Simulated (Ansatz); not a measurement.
Reaction: Si2H6 (silylsilane, SMILES [SiH3][SiH3]) → Si2H6+ (parent SMILES [SiH3][SiH3], doublet) + e-
Each species at its own B3LYP-D3(BJ)/def2-TZVP minimum (Ansatz, a program for electronic structure).

Quantity: adiabatic ionisation energy (electronic), in eV. Open shells are spin-unrestricted; no spin-orbit coupling. CBS(X,Y): correlation extrapolated as X^-3, Hartree-Fock from the larger set. A bracket is a step between two methods taken in the basis named. The functionals are non-relativistic, so their misses hold any scalar relativity. Double hybrids freeze cores in their MP2 part. '+ core + X2C': CCSD(T) terms for core correlation (cc-pwCVTZ, 1s frozen past Ne) and scalar relativity (cc-pVTZ-DK).

CCSD(T)/CBS(cc-pV(T+d)Z,cc-pV(Q+d)Z) + [CCSDT(Q) - CCSD(T)]/cc-pV(D+d)Z + core + X2C (Ansatz) gives 9.74 eV.

Problem. How far off this value is PBE/def2-TZVPD (Ansatz), in which direction, and which of these levels come nearer: B3LYP/def2-TZVPD, PBE0/def2-TZVPD, B2PLYP/def2-TZVPD, CCSD(T)/CBS(cc-pV(T+d)Z,cc-pV(Q+d)Z) + core + X2C?

Solution. PBE gives 9.50 eV, 0.24 eV below it. Differences of the others: B3LYP/def2-TZVPD (Ansatz) -0.17; PBE0/def2-TZVPD (Ansatz) -0.18; B2PLYP/def2-TZVPD (Ansatz) -0.22; CCSD(T)/CBS(cc-pV(T+d)Z,cc-pV(Q+d)Z) + core + X2C (Ansatz) 0.00 eV. Nearer than PBE: B3LYP/def2-TZVPD, PBE0/def2-TZVPD, B2PLYP/def2-TZVPD, CCSD(T)/CBS(cc-pV(T+d)Z,cc-pV(Q+d)Z) + core + X2C.
